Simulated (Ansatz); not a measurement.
## How far each method lies from UCCSDT(Q) for CHSi₂, sextet

Geometry: that of the CHSi2, quartet, kept fixed.

```xyz
4

C    -0.0612   -1.1480   -0.2200
Si    0.0993    0.1604    1.1648
Si   -0.0330    0.3143   -1.1428
H    -1.1174    0.4501    2.0084
```

Basis cc-pVTZ; Ansatz 0.2.0. Only valence electrons are correlated (noble-gas cores frozen), which leaves 13 electrons in 101 orbitals. R marks a restricted (for open shells ROHF) determinant, U an unrestricted one.

Full CI isn't at hand for all of this; UCCSDT(Q) serves as the reference, and is uncertain by about the last step of the cluster series. The frozen core follows each run's orbitals, which can shift R against U totals by a few meV.

- UHF ⟨S²⟩: 8.790
- T1 diagnostic (RCCSD): 0.0410
- largest doubles amplitude (RCCSD): 0.044
- T1 diagnostic (UCCSD): 0.0349

| level | E − E(RHF) (eV) |
| --- | --- |
| UHF | -0.3000 |
| RMP2 | -7.6543 |
| UMP2 | -7.5849 |
| RCCSD | -8.6495 |
| UCCSD | -8.6638 |
| RCCSD(T) | -9.1481 |
| UCCSD(T) | -9.1476 |

**Question.** Estimate how far UCCSDT(Q) in cc-pVTZ lies from RCCSD(T). The table doesn't fix it; the size of (T) and the diagnostics are the guide.

**Answer.** UCCSDT(Q) in cc-pVTZ lies 3.58 mEh below RCCSD(T), which is 20 % of the (T) step (-18.33 mEh). T1 is raised, but (T) still catches most of what CCSD lacks. The miss exceeds 1 kcal/mol.

The other levels:

| level | E − E(UCCSDT(Q)) (mEh) | share of correlation (%) | wall time |
| --- | --- | --- | --- |
| BCCD(T) | 3.36 | 99.01 | 12 s (H100) |
| RCCSDT | 1.64 | 99.52 | – |
| UCCSDT | 1.45 | 99.57 | – |
| RCCSDT(Q) | 0.20 | 99.94 | 75 s (H100) |

The correlation energy at UCCSDT(Q), counted from RHF, is -9.245 eV. That run took 63 s on 2 threads of AMD EPYC 7R13 with a shared H100 80 GB, shared host.

Times hold each run's SCF and search for its determinant on a shared host, so for small cases they say little of a method's own cost.
